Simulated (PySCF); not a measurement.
Compound: acetamide, C₂H₅NO.
Bonds: C1–C2, C2–N3, C2–O4 (double). Hydrogens: H5, H6, H7 on C1; H8, H9 on N3.

The calculation used PBE0-D3(BJ)/def2-TZVP geometry optimisation, gas phase (PySCF 2.14.0).

Q: List the bond lengths and angles at this level.

A: 
```
               bond  length (Å)
              C1–C2       1.509
              C2–N3       1.360
              C2=O4       1.211
C1–H5, C1–H6, C1–H7       1.091
              N3–H8       1.005
              N3–H9       1.003
```

Bonds in one row agree within 0.01 Å and their mean is given. A selection of angles:
```
   angle  degrees
C2–C1–H5    110.6
C2–C1–H7    108.8
H5–C1–H6    107.9
H5–C1–H7    109.4
C1–C2–N3    114.8
C1–C2–O4    123.1
N3–C2–O4    122.1
C2–N3–H8    118.1
C2–N3–H9    121.9
H8–N3–H9    118.9
```

N3 (amide nitrogen) is almost planar (angles 121.9°, 118.9° and 118.1°, sum 358.8°, 0.07 Å off the plane of its three neighbours). The 4 heavy atoms lie in one plane (0.003 Å rms).

Point group: near Cs, missed by 0.12 Å at most; the miss may be what the optimiser left on a soft mode. Stationary, but not proved a minimum. The numbers are those of one conformer (C1–C2–N3–H 176° and 8°).
